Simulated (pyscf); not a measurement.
# Four-centre exchange: H₂N–GaH₂ + silanol (HO–SiH₃) -> H₂N–GaH–OH + silane (SiH₄)

Gas phase, singlet surface, charge 0. Bonds broken: Ga2–H5, O7–Si8. Bonds formed: Ga2–O7, H5–Si8. PySCF, gas phase, ωB97X-D3(BJ)/def2-SVP geometries.

Transition state (Å):

```xyz
12

N     -2.2540    -1.2652     0.8980
Ga    -0.5831    -0.6197     1.2244
H     -2.8167    -1.6739     1.6360
H     -2.8460    -0.8687     0.1758
H     -0.4616     1.1694     1.0881
H      0.3289    -1.0459     2.4053
O      0.2956    -0.2376    -0.4362
Si    -0.2061     1.6346    -0.4670
H      0.3421    -0.7709    -1.2391
H      0.9645     1.8538    -1.3787
H     -1.4971     1.4128    -1.1835
H     -0.3486     3.0401     0.0791
```

One imaginary mode, 289i cm⁻¹; descent along it reached the two sides named, in the forms told below.

```json
[
 {"bond": "Ga2–H5", "change": "breaks", "reactant side (Å)": "1.570", "saddle": "1.798", "product side": "2.494"},
 {"bond": "O7–Si8", "change": "breaks", "reactant side (Å)": "1.689", "saddle": "1.938", "product side": "2.9"},
 {"bond": "Ga2–O7", "change": "forms", "reactant side (Å)": "2.142", "saddle": "1.917", "product side": "1.802"},
 {"bond": "H5–Si8", "change": "forms", "reactant side (Å)": "3.5", "saddle": "1.643", "product side": "1.497"}
]
```

Electronic energies relative to the separated reactants (eV):

```tsv
level	barrier	reaction energy	reverse barrier
ωB97X-D3(BJ)/def2-TZVP	0.34	+0.22	0.13
PBE/def2-TZVP	0.46	+0.19	0.27
r²SCAN/def2-TZVP	0.40	+0.22	0.18
B3LYP-D3(BJ)/def2-TZVP	0.54	+0.24	0.30
PBE0-D3(BJ)/def2-TZVP	0.38	+0.22	0.16
M06-2X/def2-TZVP	0.37	+0.17	0.20
ωB97M-D3(BJ)/def2-TZVP	0.52	+0.27	0.26
HF/def2-TZVP	1.01	+0.27	0.73
```

With ωB97M-D3(BJ)/def2-TZVP energies and thermal terms (ideal gas, 1 atm, RRHO with modes under 100 cm⁻¹ raised to 100, one conformer, R ln 2 for chiral ones without a mode under 150 cm⁻¹), in eV:

```
T (K)   ΔH‡   ΔG‡     ΔH     ΔG
-----  ----  ----  -----  -----
298    0.57  1.08  +0.27  +0.31
600    0.58  1.59  +0.27  +0.34
900    0.60  2.09  +0.28  +0.38
1200   0.62  2.59  +0.27  +0.41
```

On the reactant side the descent ends in an adduct with a Ga–O contact (not fully relaxed), 0.60 eV under the separated species and 0.94 eV under the saddle at ωB97X-D3(BJ)/def2-TZVP. What is counted as formed (Ga–O) is already present as a longer contact in the reactant adduct; forming that adduct is a step of its own. The same reactants have a lower exit, to NH₃ + H₃Si–O–GaH₂ (highest point, the separated products, at -0.34 eV at ωB97M-D3(BJ), against +0.52 eV here). This is the saddle that the search found; another between the same sides may lie lower. Elements up to Kr have no core potential and no relativistic terms here.
